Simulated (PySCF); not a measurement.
# Calculated NMR parameters of vinyl ether

- Formula: C4H6O
- SMILES: C=COC=C
- InChI: InChI=1S/C4H6O/c1-3-5-4-2/h3-4H,1-2H2
- Point group of the computed structure: C2v
- Degrees of unsaturation: 2
- Carbon signals: 2
- Proton signals: 3

Atoms are numbered as in `[CH2:1]=[CH:2][O:3][CH:4]=[CH2:5]`; H(Xn) means a hydrogen on atom n. Ha(C1), Ha(C5) are cis to O3; Hb(C1), Hb(C5) are trans to O3.

How the numbers were obtained: shieldings: GIAO PBE0/pcSseg-1, geometry: GFN2-xTB, J couplings at B3LYP/pcJ-1 (without the spin–dipole term), in PySCF 2.14.0 with density-fitted response routines (non-relativistic, one averaged value for each set of equivalent atoms, one conformer, isolated molecule).

References, each an isolated molecule treated in the same way: $^{1}$H (σref 31.72) and $^{13}$C (σref 186.93) against TMS; $^{17}$O (σref 336.08) against H2O.

| carbon | δC, type | δH (multiplicity, J in Hz) | HMBC from (abs. J ≥ 3 Hz) | span of the C tensor (ppm) |
| --- | --- | --- | --- | --- |
| C1/C5 | 96.4, CH2 | Hb(C1) 4.39 (dd, 7.3, 2.9); Ha(C1) 4.84 (dd, 13.9, 2.9) | H(C2)/H(C4) | 176 |
| C2/C4 | 157.8, CH | 6.52 (dd, 13.9, 7.3) | H(C2)/H(C4), Ha(C1)/Ha(C5), Hb(C1)/Hb(C5) | 161 |

Other nuclei:
| atoms | nucleus | environment | δ (ppm) | σ (ppm) |
| --- | --- | --- | --- | --- |
| O3 | $^{17}$O | ether oxygen | 202.5 | 133.6 |

Selected couplings (Hz, signed; the shortest-range and largest first, 30 at most; isotopes $^{13}$C, $^{1}$H): $^{1}J$(C2,H(C2)) 181.3, $^{1}J$(C1,Hb(C1)) 171.4, $^{1}J$(C1,Ha(C1)) 164.0, $^{1}J$(C1,C2) 93.2, $^{2}J$(Hb(C1),Ha(C1)) -2.9, $^{3}J$(Ha(C1),H(C2)) 13.9, $^{3}J$(Hb(C1),H(C2)) 7.3, $^{3}J$(C1,C4) 5.5.

- Carbon types of the structure: 2 × CH, 2 × CH2, which accounts for all hydrogens.
- δC 157.8: alkene carbon bearing oxygen; an sp2 carbon further deshielded by the attached heteroatom.
- δC 96.4: β carbon of an enol-ether or enamine type C=C; the O or N lone pair pushes π density onto this β carbon and shields it.
- δH 6.52: hydrogen on an alkene carbon bearing oxygen; a vinylic proton, deshielded by the sp2 carbon and the C=C anisotropy.
- δH 4.84, 4.39: hydrogen on a β carbon of an enol-ether or enamine type C=C; lone-pair donation from O or N shields it, upfield of ordinary alkene protons.
- The protons at 4.84 and 6.52 share a coupling of 13.9 Hz (vicinal, trans across C=C).
- The protons at 4.39 and 6.52 share a coupling of 7.3 Hz (vicinal, cis across C=C).

Splittings below 1 Hz are ignored in the labels, and close J values are merged. Unscaled 3J(H,H) at this level run about 10 % above measured values. Shifts are as computed. Against solution values, carbons near 30 ppm lie about +3 ppm off and those near 130 ppm about +5 ppm. Of 1211 compounds with measured shifts, 218 miss one by over three times the rms of a fit or turn the order of signals round; such compounds aren't used in these exercises. Experimental scales use liquid or dissolved standards, which lie at an offset from isolated H2O (liquid H2O: subtract about 36 ppm).
